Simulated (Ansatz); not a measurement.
Ansatz (a first-principles code) input (PBE/6-311+G**): The .json file is the Basis Set Exchange's 6-311+G**.

Ansatz 0.2 input:
```yaml
crystal:
  periodic: [false, false, false]
  atoms:
    - {symbol: O, position_ang: [0.02204159, 1.10436371, -0.00118827]}
    - {symbol: H, position_ang: [-0.92327012, 1.31460394, 0.01604549]}
    - {symbol: Cl, position_ang: [0.04393750, -0.59703021, -0.00038467]}
basis:
  gaussian:
    orbitals: 6-311+G__.json
hamiltonian:
  xc: {name: PBE}
total_charge: 1
magnetization: {spin_polarized: true, initial_magnetization: 1}
```

Output:

```
Functional definition: PBE
integrals: 0.01 GiB planned
506 factors; their error is unknown
mean field: 0.13 GiB planned
mean field evaluation 1: about -14548.1785 eV, gradient 7.3e1 eV
mean field evaluation 2: about -14423.9639 eV, gradient 1.4e2 eV
mean field evaluation 4: about -14564.0658 eV, gradient 2.5e1 eV
mean field evaluation 8: about -14566.9412 eV, gradient 1.2e-1 eV
mean field evaluation 16: about -14566.9267 eV, gradient 1.7e-4 eV
mean field evaluation 32: about -14566.6957 eV, gradient 1.5e0 eV
mean field -14566.92667611 eV, -535.3246815295 hartree, gradient 4.1e-5 eV, S^2 0.751534; 5 other end points of the search recorded, 0 dependent functions left out
reference -14566.92673634 eV, -535.3246837429 hartree; 13, 12 occupied and 46, 47 virtual orbitals, 506 factors
Total energy: -14566.92673634 eV, -535.3246837429 hartree
```

The dipole moment of an ion depends on the origin.

The geometry given is a B3LYP-D3(BJ)/def2-TZVP minimum of the species of charge 0 and multiplicity 1, not of this state.
